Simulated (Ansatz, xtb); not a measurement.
**Redistribution: C4H9F + C3H6S → C4H10S + C3H5F**

Species: C4H9F `CC(C)CF`, singlet; C3H6S (allyl mercaptan) `C=CCS`, singlet; C4H10S (isobutyl mercaptan) `CC(C)CS`, singlet; C3H5F `C=CCF`, singlet. The partners trade F for SH; both sit on C, so the bond types are kept.

Shapes, held fixed at every level: PBE0-D4/def2-TZVP. Flexible molecules stand in one conformer, not always the lowest. Programs: Ansatz 0.2.0, xtb 6.7.1. Electronic energies: no zero-point or thermal term.

| level | kind | ΔE (kJ/mol) | less CCSD(T)/CBS estimate |
| --- | --- | --- | --- |
| GFN0-xTB | semi-empirical | -3.6 | -8.8 |
| HF/def2-TZVPP | Hartree–Fock | +8.5 | +3.3 |
| PBE-D4/def2-TZVPP | GGA | +7.0 | +1.8 |
| B3LYP-D4/def2-TZVPP | global hybrid | +7.1 | +1.9 |
| wB97M-V/def2-TZVPP | range-separated hybrid | +6.6 | +1.4 |
| wB97X-V/def2-TZVPP | range-separated hybrid | +6.6 | +1.4 |
| MP2/def2-TZVPP | perturbation theory | +5.4 | +0.2 |
| CCSD(T)/def2-TZVPP | coupled cluster or CI | +6.2 | +1.0 |
| CCSD(T)/CBS estimate | coupled cluster or CI | +5.2 | 0.0 |

The highest level, CCSD(T)/CBS estimate, gives ΔE = +5.2 kJ/mol; the levels span -3.6 to +8.5. They disagree on the sign: 8 of 9 are positive. The column of differences is taken from that level and isn't an error. No measured value is set beside it here. The CBS estimate extrapolates MP2 from def2-TZVPP and def2-QZVPP and adds CCSD(T) − MP2 in the triple-zeta set, cores frozen.
